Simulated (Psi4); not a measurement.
**C2HFN+ (SMILES Fc1[cH+]n1) at OMP2/aug-cc-pVDZ**

Aim: the vertical electron affinity of C2HFN+ at OMP2/aug-cc-pVDZ, from 2 runs. 

The results are computed with Psi4 1.11.

1 further run of the same task is left out (set aside as unsound or not needed).

## 1. Starting point

The species is C2HFN+ (5 atoms), meant as a singlet with charge +1. As SMILES, `Fc1[cH+]n1`. The coordinates come from a GFN2-xTB relaxation.

Bond lengths: F1–C2 1.237 Å, C2–C3 1.374 Å, C2–N4 1.339 Å, C3–N4 1.333 Å, C3–H5 1.083 Å. Angles: F1–C2–C3 154.3°, F1–C2–N4 146.9°, C3–C2–N4 58.8°, C2–C3–N4 59.3°, C2–N4–C3 61.9°, C2–C3–H5 155.9°, N4–C3–H5 144.8°.

## 2. A single-point energy at OMP2/aug-cc-pVDZ

calc.in

```
memory 1600 MB

molecule system {
  1 1
  F      0.149560    -1.546570     1.034770
  C     -0.050600    -0.614570     0.246480
  C      0.095300     0.673310    -0.210680
  N     -0.656780    -0.204000    -0.874210
  H      0.462520     1.691830    -0.196360
  symmetry c1
}

set {
  puream true
  e_convergence 1e-09
  d_convergence 1e-08
  scf_type pk
  num_frozen_docc 4
}

energy("omp2/aug-cc-pVDZ")
print_variables()
```

Launch:

```bash
$ psi4 -n 1 calc.in calc.out
```

calc.out:

```text
[...]
  Running in c1 symmetry.
[...]
  Nuclear repulsion =  102.200524174314381
[...]
  Multiplicity = 1
[...]
  Nalpha       = 14
  Nbeta        = 14
[...]
    Number of basis functions: 101
[...]
   @RHF iter   1:  -229.74991334217938   -8.79444e-02   3.66415e-03 ADIIS/DIIS
[...]
   @RHF iter  12:  -229.82345589469125   -2.44995e-11   7.17912e-09 DIIS
[...]
    Orbital Energies [Eh]
    ---------------------
    Doubly Occupied:
       1A    -26.676906     2A    -15.966583     3A    -11.744542
       4A    -11.662319     5A     -2.013187     6A     -1.707972
       7A     -1.190141     8A     -1.163959     9A     -1.059842
      10A     -1.041128    11A     -1.021199    12A     -0.906655
      13A     -0.837870    14A     -0.762283
[...]
  @RHF Final Energy:  -229.82345589469125
   => Energetics <=
    Nuclear Repulsion Energy =            102.2005241743143813
    One-Electron Energy =                -508.5387896744729233
    Two-Electron Energy =                 176.5148096054672635
    Total Energy =                       -229.8234558946912500
[...]
 Multipole Moments:
 ------------------------------------------------------------------------------------
     Multipole            Electronic (a.u.)      Nuclear  (a.u.)        Total (a.u.)
 ------------------------------------------------------------------------------------
 L = 1.  Multiply by 2.5417464519 to convert [e a0] to [Debye]
 Dipole X            :          0.1645895            0.2936069            0.4581963
 Dipole Y            :         -1.5805534            3.0410754            1.4605220
 Dipole Z            :          1.0747128           -1.1565381           -0.0818253
 Magnitude           :                                                    1.5328939
[...]
	Warning: cc_lambda option is changed to TRUE
	For this residual convergence, default PCG convergence is:     1.00e-07
[...]
	DF-MP2 Total Energy (a.u.)         :  -230.40798559231428
[...]
	DF-MP2 Total Energy (a.u.)         :  -230.41836476340328
[...]
	DF-OMP2 Total Energy (a.u.)        :  -230.41836476342601
[...]
```

It took 25 s on 1 thread of AMD EPYC 7R13 (Zen 3), shared host; peak memory 0.39 GiB.

## 3. Doublet neutral C2HFN at the same level

c2hfn_ase.py

```python
import numpy as np
from ase.calculators.psi4 import Psi4
from ase import Atoms

a = Atoms(['F', 'C', 'C', 'N', 'H'], positions=[
    [0.149560, -1.546570, 1.034770],
    [-0.050600, -0.614570, 0.246480],
    [0.095300, 0.673310, -0.210680],
    [-0.656780, -0.204000, -0.874210],
    [0.462520, 1.691830, -0.196360],
])
calc = Psi4(atoms=a, method='omp2', basis='aug-cc-pVDZ', memory='1600MB', num_threads=1, charge=0, multiplicity=2, label='c2hfn', reference='uhf')
calc.psi4.set_options({'puream': True, 'e_convergence': 1e-09, 'd_convergence': 1e-08, 'scf_type': 'pk', 'num_frozen_docc': 4, 'maxiter': 200})
a.calc = calc

print(f'energy: {a.get_potential_energy():.6f} eV')
```

Launch:

```bash
$ python c2hfn_ase.py
```

c2hfn.dat:

```text
[...]
  Running in c1 symmetry.
[...]
  Nuclear repulsion =  102.200524174314381
[...]
  Multiplicity = 2
[...]
  Nalpha       = 15
  Nbeta        = 14
[...]
    Number of basis functions: 101
[...]
   @UHF iter   1:  -229.93425538646920   -2.72286e-01   4.69813e-03 DIIS/ADIIS
[...]
   @UHF iter  18:  -230.05625164230000   -1.67688e-12   4.50524e-09 DIIS
[...]
   @S^2 Observed:                8.663864452E-01
[...]
    Orbital Energies [Eh]
    ---------------------
    Alpha Occupied:
       1A    -26.422939     2A    -15.602382     3A    -11.424515
       4A    -11.293753     5A     -1.762382     6A     -1.386833
       7A     -0.936070     8A     -0.882634     9A     -0.788708
      10A     -0.782563    11A     -0.736033    12A     -0.621019
      13A     -0.592530    14A     -0.453188    15A     -0.292034
    Alpha Virtual:
      16A      0.033846    17A      0.063535    18A      0.084067
      19A      0.095332    20A      0.110180    21A      0.116098
      22A      0.128513    23A      0.153280    24A      0.174153
      25A      0.181080    26A      0.208584    27A      0.214681
[...]
  @UHF Final Energy:  -230.05625164230000
   => Energetics <=
    Nuclear Repulsion Energy =            102.2005241743143813
    One-Electron Energy =                -517.1397083164621336
    Two-Electron Energy =                 184.8829324998477261
    Total Energy =                       -230.0562516422999977
  UHF NO Occupations:
  HONO-2 :   13  A 1.9967902
  HONO-1 :   14  A 1.9477126
[...]
 Multipole Moments:
 ------------------------------------------------------------------------------------
     Multipole            Electronic (a.u.)      Nuclear  (a.u.)        Total (a.u.)
 ------------------------------------------------------------------------------------
 L = 1.  Multiply by 2.5417464519 to convert [e a0] to [Debye]
 Dipole X            :          0.1724715            0.2936069            0.4660784
 Dipole Y            :         -2.8248853            3.0410754            0.2161900
 Dipole Z            :          1.7391131           -1.1565381            0.5825750
 Magnitude           :                                                    0.7767631
[...]
	Warning: cc_lambda option is changed to TRUE
	For this residual convergence, default PCG convergence is:     1.00e-07
[...]
	DF-SCS-MP2 Total Energy (a.u.)     :  -230.62123395851680
	DF-SOS-MP2 Total Energy (a.u.)     :  -230.60991913141248
[...]
	DF-SCS-OMP2 Total Energy (a.u.)    :  -230.63576515466306
	DF-SOS-OMP2 Total Energy (a.u.)    :  -230.57826197207947
	DF-SCS(N)-OMP2 Total Energy (a.u.) :  -230.34223765820900
[...]
	DF-OMP2 Total Energy (a.u.)        :  -230.66083133435518
[...]
```

Standard output:

```text
Memory set to   1.490 GiB by Python driver.
  Threads set to 1 by Python driver.

  Memory set to   1.490 GiB by Python driver.
  Threads set to 1 by Python driver.
energy: -6276.600922 eV
```

Wall time 70 s (1 thread of AMD EPYC 7R13 (Zen 3), shared host); peak memory 0.42 GiB.

## 4. What came out

Level: OMP2/aug-cc-pVDZ, 4 core orbitals frozen.

```
                                                                         quantity          value
                                                     singlet C2HFN+: total energy  -230.41836 Eh
                              singlet C2HFN+: HOMO energy (Hartree–Fock orbitals)      -20.74 eV
                              singlet C2HFN+: LUMO energy (Hartree–Fock orbitals)       -4.94 eV
                            singlet C2HFN+: HOMO–LUMO gap (Hartree–Fock orbitals)       15.80 eV
                      singlet C2HFN+: correlation energy (4 core orbitals frozen)     -594.9 mEh
                                              doublet neutral C2HFN: total energy  -230.66083 Eh
doublet neutral C2HFN: HOMO energy (Hartree–Fock orbitals) (highest over α and β)       -7.95 eV
 doublet neutral C2HFN: LUMO energy (Hartree–Fock orbitals) (lowest over α and β)        0.92 eV
               doublet neutral C2HFN: correlation energy (4 core orbitals frozen)     -604.6 mEh
                         doublet neutral C2HFN: ⟨S²⟩ of the reference determinant          0.866
                              vertical electron affinity (to the doublet neutral)       6.598 eV
```

**Reading.** At fixed nuclei the extra electron is bound by 6.60 eV (152 kcal/mol). ⟨S²⟩ (doublet neutral C2HFN) is 0.87 where a pure doublet has 0.75: the reference is spin-contaminated.
